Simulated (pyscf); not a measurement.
PySCF, gas phase, ωB97X-D3(BJ)/def2-SVP geometries. Correlated levels are frozen-core, on RHF or UHF. ΔMP2 is the change of the MP2 total energy from the triple- to the quadruple-zeta basis.

Question: CH₄ (SMILES C) + H₃C–Al=NH (SMILES [CH3][Al]=[NH]) → H₃C–Al(CH₃)–NH₂ (SMILES [CH3][Al]([CH3])[NH2])
Surface: singlet. Broken: C–H. Formed: Al–C, H–N. Give ΔE‡ and ΔE from CCSD(T)/def2-TZVPP + ΔMP2(QZVPP), relative to the separated reactants.

Answer: ΔE‡ = 13.4 kcal/mol, ΔE = -60.3 kcal/mol. Zero-point energy shifts the barrier by -1.2 kcal/mol. It is an addition across a multiple bond or ene-type step, with an imaginary mode of 1222i cm⁻¹. At the saddle there is also a short Al–H contact that neither side keeps. This is the saddle that the search found; another between the same sides may lie lower. The CCSD(T) − MP2 part came from Ansatz, without density fitting, on the same reference.
